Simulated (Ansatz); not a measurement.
```yaml
crystal:
  periodic: [false, false, false]
  atoms:
    - {symbol: Pt, position_ang: [0.000000, 0.000000, -1.617425]}
    - {symbol: C, position_ang: [0.000000, 0.000000, 0.249459]}
    - {symbol: O, position_ang: [0.000000, 0.000000, 1.367966]}
basis:
  gaussian: {orbitals: def2-TZVP}
total_charge: 1
magnetization: {spin_polarized: true, initial_magnetization: 1}
hamiltonian: {xc: pbe0}
relax: {f_tol: 0.004, max_steps: 80}
```

```sh
$ ansatz run in.yaml --threads 1 --pin off --events-out ev --progress --plain --max-ram 2176MiB
```

Steps of the relaxation (energy above the last step; positions in Å, forces in eV/Å):

```
3
step 1, 6.7 meV
Pt    0.000    0.000   -1.617    0.000    0.000    0.519
C     0.000    0.000    0.249    0.000    0.000   -0.619
O     0.000    0.000    1.368    0.000    0.000    0.101
```

```
3
step 2, 1.1 meV
Pt    0.000    0.000   -1.608    0.000    0.000    0.212
C     0.000    0.000    0.244    0.000    0.000   -0.272
O     0.000    0.000    1.363    0.000    0.000    0.060
```

```
3
step 3, 0.0 meV
Pt    0.000    0.000   -1.601    0.000    0.000   -0.010
C     0.000    0.000    0.240    0.000    0.000    0.015
O     0.000    0.000    1.361    0.000    0.000   -0.005
```

```
3
step 4, 0.0 meV
Pt    0.000    0.000   -1.601    0.000    0.000    0.000
C     0.000    0.000    0.241    0.000    0.000   -0.001
O     0.000    0.000    1.361    0.000    0.000    0.001
```

Close pairs at the end: C2–O3 1.120 Å, Pt1–C2 1.842 Å.

A stationary point of unrestricted PBE0 after 4 steps, with ⟨S²⟩ = 0.751 against 0.75 for a pure state; no frequencies were run, so it isn't proven a minimum. 27 s on 1 thread of Arm Neoverse V1, shared host.
